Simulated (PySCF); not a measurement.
# C5H11N: the cost of one run

Programs: PySCF 2.14.0, with density-fitted response routines of our own. Each step states its level of theory. These are calculated values for one molecule in the gas phase, unless marked as measured. Atoms count from 0, in the outputs and in this text.

**1. The molecule as given**

17 atoms, charge 0, multiplicity 1; geometry from: MMFF94s. The atoms were then displaced at random by about 0.03 Å, so the start is not that level's minimum.

Bonds of the start (Å): N0–C1 1.54, C1–C2 1.54, C2–C3 1.38, C3–C4 1.51, C4–C5 1.53, C5–C1 1.54, N0–H6 0.99, N0–H7 1.10, C1–H8 1.16, C2–H9 1.14, C2–H10 1.08, C3–H11 1.17, C3–H12 1.17, C4–H13 1.16, C4–H14 1.07, C5–H15 1.07, C5–H16 1.12.

**2. Geometry optimisation at PBE0-D3(BJ)/def2-SVP**

Job settings and geometry (Å):

```
{"job": {"xc": "PBE0", "basis": "def2-SVP", "d3": "d3bj", "grid": 1, "shake": 0.03, "kind": "geom"}, "charge": 0, "multiplicity": 1}
N      2.227460     0.011380     0.646850
C      0.700260     0.180110     0.605810
C     -0.033650    -1.163940     0.433140
C     -1.292250    -0.783240     0.021640
C     -1.297740     0.559400    -0.676530
C      0.173960     0.982690    -0.596170
H      2.524020    -0.376830    -0.213670
H      2.622530     1.037680     0.609120
H      0.375600     0.690200     1.597760
H      0.032560    -1.751890     1.412560
H      0.474720    -1.766080    -0.301430
H     -2.031080    -0.719630     0.927480
H     -1.899320    -1.514770    -0.666730
H     -1.947790     1.317780    -0.077650
H     -1.668720     0.520300    -1.675380
H      0.681210     0.693580    -1.492450
H      0.329690     2.082660    -0.494100
```

On the command line:

```console
> OMP_NUM_THREADS=1 python probes_run.py task.json out
```

This one command runs all jobs of the session in turn.

**Question.** How long does this first job take on 1 thread of Intel Xeon Platinum 8488C, shared host, and how much memory does it need?

About 57 s, with a peak of 0.57 GiB.
